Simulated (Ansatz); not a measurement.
This Ansatz (a first-principles code) input (wB97M-V/def2-QZVP) gives -56.55579 Eh with 147 basis functions. A basis named .json is the Basis Set Exchange file of that set (core-valence sets with the plain set on hydrogen).

Ansatz 0.2 input:
```yaml
crystal:
  periodic: [false, false, false]
  atoms:
    - {symbol: N, position_ang: [0.00224146, -0.00382052, 0.11155442]}
    - {symbol: H, position_ang: [-0.00202883, 0.95117179, -0.22808750]}
    - {symbol: H, position_ang: [0.80949996, -0.46442426, -0.29287493]}
    - {symbol: H, position_ang: [-0.82316134, -0.46000387, -0.25991854]}
basis:
  gaussian:
    orbitals: def2-QZVP.json
hamiltonian:
  xc: {name: wB97M-V}
magnetization: {spin_polarized: false}
```

Change:
```diff
- orbitals: def2-QZVP.json
+ orbitals: def2-TZVPP
```

### Question
What does the run give now?

### Answer
-56.55139 Eh (wB97M-V/def2-TZVPP, 73 functions), a change of +4.40 mEh.
